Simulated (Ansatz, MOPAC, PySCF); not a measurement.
Reaction (SMILES): C(C)N + C (CH4) → CC (C2H6) [ethane] + CN (CH5N)

Wanted: bond separation energy (enthalpy at 298 K), in kcal/mol. Set-up: no spin-orbit coupling; dispersion terms only where a functional's name holds one; non-relativistic. Ab initio and DFT rows: single points at B3LYP-D3(BJ) geometries (Ansatz, an electronic-structure program), with unscaled harmonic terms from B3LYP/6-31G* (Ansatz) at its own minima. Semi-empirical rows: MOPAC heats of formation at their own minima for 298 K.

| species | coefficient | E at BP86/def2-SVP (PySCF), Eh | E at M06-2X/def2-TZVPD (PySCF), Eh | H(298 K) - E, kcal/mol | heat of formation at AM1 (MOPAC), kcal/mol |
|---|---|---|---|---|---|
| CCN | -1 | -135.06651 | -135.15411 | 61.85 | -15.18 |
| C (CH4) | -1 | -40.48104 | -40.50048 | 30.76 | -8.79 |
| CC (C2H6) | +1 | -79.76158 | -79.80476 | 49.98 | -17.44 |
| CN (CH5N) | +1 | -95.77996 | -95.84407 | 43.14 | -7.41 |

Measured values: Active Thermochemical Tables 1.112 (ions: stationary electron), as tabulated in the package chemicals; G2/97 table in ASE (Curtiss et al.); they hold spin-orbit and core effects, anharmonicity and other conformers.  Value to compare with, the measured value: 4.1 kcal/mol. 1 Eh = 627.5095 kcal/mol.

Q: Compute it at each level from the table, and compare with the measured value.

A: 
- BP86/def2-SVP: the sum of coefficient times E is 0.00601 Eh, or 3.77 kcal/mol; the thermal terms add 0.51. Result: 4.3 kcal/mol. Its error against the measured value is 0.2 kcal/mol.
- M06-2X/def2-TZVPD: the sum of coefficient times E is 0.00576 Eh, or 3.61 kcal/mol; the thermal terms add 0.51. Result: 4.1 kcal/mol. Its error against the measured value is 0.0 kcal/mol.
- AM1: the sum of coefficient times heat of formation is -0.88 kcal/mol; it needs no thermal term. Its error against the measured value is -5.0 kcal/mol.
